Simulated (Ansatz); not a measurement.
in.yaml

```yaml
crystal:
  periodic: [false, false, false]
  atoms:
    - {symbol: Al, position_ang: [0.000000, 0.000000, 0.000000]}
    - {symbol: P, position_ang: [0.000000, 0.000000, 3.074000]}
basis:
  gaussian: {orbitals: cc-pVDZ}
total_charge: 1
magnetization: {spin_polarized: false, initial_magnetization: 3}
correlation: {method: bccd, electrons: outside_noble_gas}
output: {forces: true}
```

```sh
$ ansatz run in.yaml --threads 1 --pin off --events-out ev --progress --plain --max-ram 2393MiB
```

Log:

```
374 factors; integrals over basis functions are off by at most 7.1e-4 eV
mean field evaluation 1: about -15846.1753 eV, gradient 8.6e0 eV
mean field evaluation 2: about -15846.2044 eV, gradient 8.6e0 eV
mean field evaluation 4: about -15847.3646 eV, gradient 1.4e0 eV
mean field evaluation 8: about -15847.4184 eV, gradient 2.7e-1 eV
mean field evaluation 16: about -15847.4210 eV, gradient 9.7e-7 eV
mean field evaluation 32: about -15843.2770 eV, gradient 9.8e-2 eV
mean field evaluation 64: about -15843.2773 eV, gradient 2.2e-2 eV
mean field -15847.42096834 eV, -582.3819788189 hartree, gradient 4.8e-6 eV, S^2 3.750000; 0 other end points of the search recorded, 0 dependent functions left out
mean field evaluation 96: about -15847.4625 eV, gradient 1.0e-1 eV
10 core orbitals not correlated: weight in the atoms' cores, before any rotation towards them, 1.000 or more for the frozen orbitals, at most 0.000 for the correlated occupied ones
reference -15847.42096834 eV, -582.3819788189 hartree; 5, 2 occupied and 21, 24 virtual orbitals, 374 factors
second order -2.54656647 eV of doubles, -0.01049245 eV of singles
cycle   1  -3.15535849 eV  change   -6.0e-1 eV  update   7.3e-2
cycle   2  -3.39108309 eV  change   -2.4e-1 eV  update   3.0e-2
cycle   3  -3.40286337 eV  change   -1.2e-2 eV  update   9.7e-3
cycle   4  -3.40375534 eV  change   -8.9e-4 eV  update   4.4e-3
cycle   5  -3.40265415 eV  change    1.1e-3 eV  update   2.6e-3
cycle   6  -3.40148191 eV  change    1.2e-3 eV  update   8.7e-4
cycle   7  -3.40173671 eV  change   -2.5e-4 eV  update   2.5e-4
cycle   8  -3.40182706 eV  change   -9.0e-5 eV  update   1.1e-4
cycle   9  -3.40172356 eV  change    1.0e-4 eV  update   4.0e-5
cycle  10  -3.40175977 eV  change   -3.6e-5 eV  update   1.5e-5
cycle  11  -3.40176027 eV  change   -5.0e-7 eV  update   6.5e-6
cycle  12  -3.40176368 eV  change   -3.4e-6 eV  update   2.7e-6
cycle  13  -3.40176177 eV  change    1.9e-6 eV  update   1.1e-6
the calculation of the forces begins
Total energy: -15850.82273011 eV, -582.5069912581 hartree
Atom 0 at     0.000000     0.000000     0.000000 Å, force     0.000000     0.000000     0.134288 eV/Å
Atom 1 at     0.000000     0.000000     3.074000 Å, force     0.000000    -0.000000    -0.134288 eV/Å
Dipole moment:     0.000000     0.000000    -1.061822 e Å
```

Forces (eV/Å):
```
Al   0.000  0.000  0.134
P    0.000  0.000 -0.134
```

Ran on 1 thread of Arm Neoverse V2, shared host: 1.3 s wall, 0.17 GiB peak host memory.
